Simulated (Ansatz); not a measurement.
Reaction (formal loss of a carbene): `C[SiH3]` → `[CH2]` (triplet) + SiH₄

Isolated molecules relaxed with PBE0-D4/def2-TZVP in Ansatz; ΔE leaves out vibrations. CBS: def2 TZ/QZ extrapolation, frozen cores. DFT in def2-TZVPP. Triplets are unrestricted, without spin–orbit coupling.

Question: Is it downhill or uphill in electronic energy at CCSD(T)/CBS, and by how much? (An estimate is asked.)

Answer: Computed: Uphill: ΔE = +113.4 kcal/mol.

Question: What do these levels give: LDA (SPW92), revPBE-D4, BLYP-D4, CAM-B3LYP-D4, ωB97X-V, PBE0, CCSD(T)/def2-SVP, CCSD(T)/def2-TZVPP, CCSD(T)/def2-QZVPP, CCSD/CBS(def2), MP2/cc-pV(D+d)Z, CCSD/CBS(cc)? (Estimate.)

Answer: Ansatz gave: LDA (SPW92) 130.6, revPBE-D4 111.6, BLYP-D4 111.3, CAM-B3LYP-D4 112.6, ωB97X-V 115.8, PBE0 112.2, CCSD(T)/def2-SVP 106.6, CCSD(T)/def2-TZVPP 110.5, CCSD(T)/def2-QZVPP 112.2, CCSD/CBS(def2) 110.6, MP2/cc-pV(D+d)Z 108.0, CCSD/CBS(cc) 110.6 kcal/mol.

Largest T1 diagnostic among the species: 0.011.

Leaving LDA and LC-ωPBE aside and taking each functional with its dispersion term where it has one, the values, not all of them listed here, spread over 8.0 kcal/mol, from r2SCAN0-D4 to ωB97X-V. LDA lies +16.6 kcal/mol from PBE without D4. The D4 term adds +1.9 kcal/mol with B3LYP and +1.0 kcal/mol with PBE0; it sums over pairs of atoms, weighted by their polarisabilities, and B3LYP, whose exchange is more repulsive, gets the larger term.

B3LYP here is the variant with VWN-RPA as its local correlation; programs differ in this.
